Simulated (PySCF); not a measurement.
Compound: formic acid, CH2O2.
Geometry (PBE/6-31+G*, Å), atoms numbered from 1 in this order:
```xyz
5
CH2O2 angstrom
O     -0.534    1.202   -0.608
C     -0.283    0.077   -0.217
O      0.947   -0.497   -0.217
H     -1.022   -0.639    0.193
H      1.572    0.172   -0.589
```

Theory: PySCF 2.14.0, PBE/6-31+G* geometry optimisation, gas phase.

Masses are those of the commonest isotopes; rigid-rotor values at the optimised geometry. The values belong to one conformer with, in the numbering `[O:1]=[CH:2][OH:3]`, O1–C2–O3–H 0°.

(1) What are A, B and C (cm⁻¹)?

(2) Classify the top.

(3) What does the inertial defect say?

(4) Which lines would a microwave search look for?

(5) Estimate the classical rotational partition function at 25 K, 100 K and 298.15 K.

Answers

(1) Ia = 6.63, Ib = 42.98, Ic = 49.61 u·Å²; 505379 MHz·u·Å²/I gives 76250, 11758 and 10187 MHz, that is A = 2.54342, B = 0.39221, C = 0.33981 cm⁻¹.

(2) A near-prolate asymmetric top. Ray's parameter κ = (2B − A − C)/(A − C) = -0.952; −1 is the prolate and +1 the oblate limit.

(3) Planar: Δ = Ic − Ia − Ib = 0.00 u·Å². For a rigid frame Δ = −2 Σ m c², so it vanishes when all atoms lie in the ab plane; here none is more than 0.01 Å from it.

(4) The dipole components are |μa| = 1.48 D, |μb| = 0.04 D, |μc| = 0.00 D; the mirror of this Cs structure is the ab plane, so μc vanishes by symmetry and there are no c-type lines. Intensities carry the squares of the components, which stand as 1.00 : 0.00 (a : b). Some lines, for components of 0.1 D or more:

| type | branch | J(Ka,Kc) | MHz | lower level (cm⁻¹) |
| --- | --- | --- | --- | --- |
| a | Q | 1(1,0) ← 1(1,1) | 1571 | 2.883 |
| a | Q | 2(1,1) ← 2(1,2) | 4713 | 4.295 |
| a | R | 1(0,1) ← 0(0,0) | 21946 | 0.000 |
| a | R | 2(1,2) ← 1(1,1) | 42320 | 2.883 |
| a | R | 2(0,2) ← 1(0,1) | 43863 | 0.732 |
| a | R | 2(1,1) ← 1(1,0) | 45462 | 2.936 |

(5) Point group Cs, symmetry number σ = 1; q = (√π/σ)·√((kT/h)³/(ABC)), k/h = 20836.6 MHz/K: 220 at 25 K, 1760 at 100 K, 9080 at 298.15 K.

Whether it is a minimum is left open (no frequencies). No vibrational averaging or centrifugal distortion is included, and the geometry carries the error of its method.

The run took 5.1 s of wall time on one thread, Arm Neoverse V1 (aarch64), shared host with 32 logical CPUs at a one-minute load of 37, and the process peaked at 0.27 GiB of memory. This is the geometry optimisation.
